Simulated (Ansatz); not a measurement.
Candidate structures of Sn, relaxed level by level: Sn (I4/mmm, No. 139, 1 atom in the cell; start mp-623511; another form than the element's usual one); Sn (model structure, started from the Si type, Ia-3, No. 206, 8 atoms in the cell); Sn (model structure, started from the beta-W type, Pm-3n, No. 223, 8 atoms in the cell); grey tin (α-Sn); white tin (β-Sn). Levels: LDA in Ansatz (plane waves, PAW), r²SCAN (Ansatz, an electronic-structure program, PAW).

### Question
Which structure has the lowest energy at each level, and how far above it lie the others?

### Answer
Lowest: LDA, white tin (β-Sn); r²SCAN, grey tin (α-Sn). Energies above the lowest of these candidates, meV/atom:

```
structure                                                                                             LDA  r²SCAN
----------------------------------------------------------------------------------------------------  ---  ------
white tin (β-Sn)                                                                                        0     123
grey tin (α-Sn)                                                                                        21       0
Sn (I4/mmm, No. 139, 1 atom in the cell; start mp-623511; another form than the element's usual one)   43     240
Sn (model structure, started from the Si type, Ia-3, No. 206, 8 atoms in the cell)                     81      98
Sn (model structure, started from the beta-W type, Pm-3n, No. 223, 8 atoms in the cell)               113     312
```

The levels disagree on the lowest structure.

Started from a measured cell: white tin (β-Sn); grey tin (α-Sn).

Static-lattice energies; unlike cells have unlike k meshes, which leaves some meV/atom of uncertainty, and other structures than these can lie lower.

Note: the relaxation could not lower the start's symmetry, so the cell can be a saddle point above a distorted one.

A model structure was made by putting elements into a prototype or built by hand; it is no filed structure, need not be a known phase, and can be a saddle point held by its symmetry.

A start named mp-… is a Materials Project structure, which need not be a measured phase.
